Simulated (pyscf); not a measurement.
## Substitution at C: chloroethane (H₃C–CH₂–Cl) + methyl (CH₃•) -> ethane (H₃C–CH₃) + •H₂C–Cl

Gas phase, doublet surface, charge 0. Bonds broken: C1–C2. Bonds formed: C1–C9. Single points on ωB97X-D3(BJ)/def2-SVP structures (PySCF, gas phase).

Transition state (Å):

```xyz
12

C     -0.7422     0.2941     0.2686
C     -0.1128    -1.3562    -0.4395
Cl    -1.3589    -2.5810    -0.2401
H     -1.5751     0.2764    -0.4395
H     -0.8639    -0.1768     1.2479
H      0.2031     0.7774     0.0000
H      0.0940    -1.1929    -1.5048
H      0.7851    -1.6303     0.1287
C     -1.3853     1.9572     0.9865
H     -2.3987     1.7596     1.3597
H     -1.3801     2.6798     0.1597
H     -0.6938     2.2407     1.7911
```

One imaginary mode, 1270i cm⁻¹; descent along it reached the two sides named.

```
bond   change  reactant side (Å)  saddle  product side
-----  ------  -----------------  ------  ------------
C1–C2  breaks              1.516   1.903           3.7
C1–C9   forms                3.6   1.922         1.527
```

Electronic energies relative to the separated reactants (kcal/mol):

```json
[
 {"level": "ωB97X-D3(BJ)/def2-TZVP", "barrier": "49.0", "reaction energy": "-2.3", "reverse barrier": "51.4"},
 {"level": "PBE/def2-TZVP", "barrier": "39.5", "reaction energy": "-4.1", "reverse barrier": "43.7"},
 {"level": "r²SCAN/def2-TZVP", "barrier": "44.0", "reaction energy": "-2.1", "reverse barrier": "46.2"},
 {"level": "B3LYP-D3(BJ)/def2-TZVP", "barrier": "45.2", "reaction energy": "-2.4", "reverse barrier": "47.6"},
 {"level": "PBE0-D3(BJ)/def2-TZVP", "barrier": "45.0", "reaction energy": "-2.6", "reverse barrier": "47.7"},
 {"level": "M06-2X/def2-TZVP", "barrier": "47.0", "reaction energy": "-1.5", "reverse barrier": "48.5"},
 {"level": "ωB97M-D3(BJ)/def2-TZVP", "barrier": "48.7", "reaction energy": "-2.1", "reverse barrier": "50.8"},
 {"level": "HF/def2-TZVP", "barrier": "68.5", "reaction energy": "+0.7", "reverse barrier": "67.8"}
]
```

With ωB97M-D3(BJ)/def2-TZVP energies and thermal terms (ideal gas, 1 atm, RRHO with modes under 100 cm⁻¹ raised to 100, one conformer, R ln 2 for chiral ones without a mode under 150 cm⁻¹), in kcal/mol:

```json
[
 {"T (K)": "298", "ΔH‡": "49.4", "ΔG‡": "59.0", "ΔH": "-1.5", "ΔG": "-2.0"},
 {"T (K)": "600", "ΔH‡": "49.7", "ΔG‡": "68.6", "ΔH": "-1.8", "ΔG": "-2.4"},
 {"T (K)": "900", "ΔH‡": "50.2", "ΔG‡": "77.9", "ΔH": "-1.9", "ΔG": "-2.7"},
 {"T (K)": "1200", "ΔH‡": "50.9", "ΔG‡": "87.0", "ΔH": "-2.0", "ΔG": "-3.0"}
]
```

The same reactants have a lower exit, to H₃C–CH₂–CH₃ + Cl• (barrier +28.1 kcal/mol at ωB97M-D3(BJ)/def2-TZVP, against +48.7 kcal/mol here). This is the saddle that the search found; another between the same sides may lie lower. The angle at the attacked C is 180°.
